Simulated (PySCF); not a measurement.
Molecule: SMILES C(Cl)(Cl)Cl, CHCl₃.

Geometry:
```json
{"atom": "Cl1", "x (Å)": "0.362", "y (Å)": "-1.622", "z (Å)": "-0.509"}
{"atom": "C2", "x (Å)": "0.005", "y (Å)": "-0.003", "z (Å)": "0.102"}
{"atom": "Cl3", "x (Å)": "1.206", "y (Å)": "1.167", "z (Å)": "-0.449"}
{"atom": "Cl4", "x (Å)": "-1.629", "y (Å)": "0.501", "z (Å)": "-0.338"}
{"atom": "H5", "x (Å)": "0.057", "y (Å)": "-0.043", "z (Å)": "1.195"}
```

Geometry PBE0-D3(BJ)/def2-SVP throughout; GIAO in PySCF, gas phase, one conformer, non-relativistic; equivalent atoms averaged; functional PBE0.

**Question.** How do the absolute shieldings σ depend on the basis set? (ppm; last column core-seconds on shared hosts with different chips, so compare them loosely)

**Answer.** 
```
    basis set  functions  Cl1/Cl3/Cl4     C2     H5  core-s
       STO-3G         33        872.7  142.9  27.31     1.3
        6-31G         50        567.5  107.3  25.44     2.7
     pcSseg-0         50        597.2   85.8  25.92     3.4
       6-31G*         70        580.5  103.2  24.87     3.5
     def2-SVP         73        650.2   94.1  24.38     3.2
      cc-pVDZ         73        610.2   94.4  24.49     5.3
     pcSseg-1         94        547.9   83.1  24.06     4.3
  aug-cc-pVDZ        113        588.3   94.4  23.87     8.1
6-311+G(2d,p)        138        547.8   85.7  23.90     7.5
      cc-pVTZ        146        586.2   86.3  23.82      12
    def2-TZVP        148        535.6   85.6  24.05     8.6
     IGLO-III        177        541.7   82.1  23.92      13
     pcSseg-2        179        548.2   80.8  23.85       9
```

**Question.** Which nucleus moves most, in ppm?

**Answer.** Cl1/Cl3/Cl4 (chlorine bonded to C): from 535.6 ppm with def2-TZVP to 872.7 ppm with STO-3G. The smallest spread is 3.49 ppm, at H5. Proton shifts span only some 12 ppm, so a few tenths of a ppm matter as much there as several ppm in carbon.

**Question.** Taking the largest basis, pcSseg-2 (179 functions), as the yardstick, rank the others by their worst heavy-atom deviation.

**Answer.** pcSseg-1 2.3 ppm (94 functions), 6-311+G(2d,p) 4.9 ppm (138 functions), IGLO-III 6.5 ppm (177 functions), def2-TZVP 12.6 ppm (148 functions), 6-31G 26.5 ppm (50 functions), 6-31G* 32.2 ppm (70 functions), cc-pVTZ 37.9 ppm (146 functions), aug-cc-pVDZ 40.0 ppm (113 functions), pcSseg-0 48.9 ppm (50 functions), cc-pVDZ 62.0 ppm (73 functions), def2-SVP 102.0 ppm (73 functions), STO-3G 324.4 ppm (33 functions).

A small basis that lands close on one nucleus may do so by chance; judge by the trend and by all nuclei.
